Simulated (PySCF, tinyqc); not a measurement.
A ladder of methods, and size consistency: correlation methods against full CI in the sto-3g basis, for BH, spin multiplicity 1. Computed by the program tinyqc with PySCF. Command: `OMP_NUM_THREADS=1 python tinyqc.py 112472 112473 out.jsonl`; one thread of a shared host (Intel(R) Xeon(R) Processor @ 2.60GHz), about 1 s.

Geometry (angstrom):

| atom | x | y | z |
|---|---|---|---|
| B | 0.0000 | 0.0000 | 0.0000 |
| H | 0.0000 | 0.0000 | 1.6930 |

RHF energy of one = -24.681946 hartree

All electrons correlated; +Q is the Davidson correction (1 - c0^2) E_corr. The last columns treat two copies 100 angstrom apart as one system. FCI is the lowest singlet.

Correlation energies (hartree):

| method | E_corr of one | share of FCI (%) | E_corr of two at 100 angstrom | two minus twice one (mhartree) |
|---|---|---|---|---|
| MP2 | -0.04284 | 52.825 | -0.08567 | 0.000 |
| CISD | -0.07694 | 94.881 | -0.14101 | 12.868 |
| CISD+Q | -0.08460 | 104.326 | -0.16278 | 6.419 |
| CCSD | -0.08093 | 99.800 | -0.16185 | 0.000 |
| CCSD(T) | -0.08099 | 99.881 | -0.16199 | 0.000 |
| FCI | -0.08109 | 100.000 | - | - |

MP2 recovers 53 %, CISD 94.9 % and CCSD 99.8 % of the FCI value (c0^2 = 0.900 in CISD). MP2 and coupled cluster are size consistent, so their last column vanishes; CISD loses 12.87 mhartree, since a double excitation on each copy is a quadruple of the pair, and the Davidson correction leaves +6.42. The restricted reference is unstable here: a spin-polarised solution lies 0.0048 hartree lower (PySCF), so results built on it describe a poor reference.
